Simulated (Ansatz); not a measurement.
Input file:

```yaml
crystal:
  periodic: [false, false, false]
  atoms:
    - {symbol: Si, position_ang: [0.000000, 0.000000, 0.000000]}
    - {symbol: H, position_ang: [-0.019892, 1.872895, 1.859896]}
    - {symbol: H, position_ang: [-0.028474, -1.859993, 1.872688]}
    - {symbol: H, position_ang: [0.028474, 1.859993, -1.872688]}
    - {symbol: H, position_ang: [0.019892, -1.872895, -1.859896]}
basis:
  gaussian: {orbitals: 6-31G}
magnetization: {spin_polarized: false, initial_magnetization: 2}
hamiltonian: {pseudopotentials: {relativity: scalar}}
correlation: {active_space: {window: {electrons: 2, orbitals: 3}}}
```

```sh
$ ansatz run in.yaml --threads 1 --pin off --events-out ev --progress --plain --max-ram 2393MiB
```

The program prints:

```
271 factors; integrals over basis functions are off by at most 1.2e-4 eV
mean field evaluation 1: about -7924.3032 eV, gradient 9.3e0 eV
mean field evaluation 2: about -7924.3036 eV, gradient 9.3e0 eV
mean field evaluation 4: about -7925.1221 eV, gradient 3.9e-1 eV
mean field evaluation 8: about -7925.1236 eV, gradient 1.8e-4 eV
mean field evaluation 16: about -7925.1236 eV, gradient 9.4e-6 eV
mean field evaluation 32: about -7926.6491 eV, gradient 1.8e-1 eV
mean field -7926.64875242 eV, -291.2989687758 hartree, gradient 1.6e-6 eV, S^2 2.000000; 3 other end points of the search recorded, 0 dependent functions left out
reference -7926.64875242 eV, -291.2989687758 hartree; 10, 8 occupied and 11, 13 virtual orbitals, 271 factors
state -7926.64875242 eV, -291.2989687758 hartree
Total energy: -7926.64875242 eV, -291.2989687758 hartree
Relativity: scalar
```

Natural occupations: 1.0000 1.0000 0.0000.

Ran on 1 thread of Arm Neoverse V1, shared host: 0.27 s wall, 0.15 GiB peak host memory.
